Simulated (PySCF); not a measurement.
Working with the constants of LiP⁻

UHF-CCSD(T) constants of LiP⁻, ⁴Σ⁻ (quartet), unpaired electrons σ ↑, π ↑↑ (basis Li aug-pcseg-1, P aug-pcseg-1; no relativity; PySCF 2.14; masses 7.0160 and 30.9738 u):

- ωe: 361.3 cm⁻¹
- ωexe: 3.7 cm⁻¹
- Be: 0.47678 cm⁻¹
- αe: 0.00743 cm⁻¹
- D (centrifugal): 3.32e-06 cm⁻¹

**Question.** Give the vibrational terms G(v) and spacings up to v = 6.

**Answer.** G(v) = ωe(v+½) − ωexe(v+½)².

```csv
v,G(v) (cm⁻¹),G(v) − G(v−1),Bv (cm⁻¹)
0,179.7,,0.4731
1,533.6,353.9,0.4656
2,880.1,346.5,0.4582
3,1219.2,339.1,0.4508
4,1550.9,331.7,0.4433
5,1875.2,324.3,0.4359
6,2192.1,316.9,0.4285
```

Correlated steps freeze 5 core orbitals. The state was picked by a PBE0 search and need not be the measured ground state.
